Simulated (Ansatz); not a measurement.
**[BH2···H···OH], doublet along the distance B1-H4**

Starting geometry:

```xyz
6

B    -1.4006    0.0307    0.0000
H    -1.9973    1.0643    0.0000
H    -1.9973   -1.0029    0.0000
H    -0.2071    0.0307    0.0000
O     1.1244    0.0307    0.0000
H     1.3763   -0.9092    0.0000
```

From there atom H4 is moved from one fragment to the other while all else, the fragments' distance too, stays fixed; atoms are numbered as listed. Energies are in eV, counted from the starting geometry at the same level. Kohn–Sham curves are unrestricted where that lies lower.

Basis cc-pVDZ; Ansatz 0.2.0. Only valence electrons are correlated (noble-gas cores frozen). R marks a restricted (for open shells ROHF) determinant, U an unrestricted one.

Full CI isn't at hand for all of this; UCCSDT(Q) serves as the reference, and is uncertain by the last step of the cluster series or more.

```
distance B1-H4 (Å)  RPA-PBE
             1.110    0.197
             1.194    0.000
             1.242   -0.065
             1.291   -0.116
             1.340   -0.166
             1.389   -0.219
             1.437   -0.271
             1.486   -0.313
             1.535   -0.318
```

Task: Estimate the UCCSDT(Q) curve in cc-pVDZ from this one, knowing how RPA-PBE differs from it in such a basis.

Result: The computed UCCSDT(Q) values, in eV from the starting point, and the difference of RPA-PBE against them:
```csv
distance B1-H4 (Å),UCCSDT(Q),RPA-PBE less UCCSDT(Q)
1.110,0.168,0.029
1.194,0.000,0.000
1.242,-0.056,-0.009
1.291,-0.106,-0.010
1.340,-0.164,-0.002
1.389,-0.234,0.015
1.437,-0.309,0.038
1.486,-0.376,0.063
1.535,-0.406,0.088
```

The difference spans 0.098 eV and is largest, 0.088 eV, at 1.535 Å.

In so small a basis both RPA and the reference are far from their limits and near them at different rates, so the difference would change in a larger set.
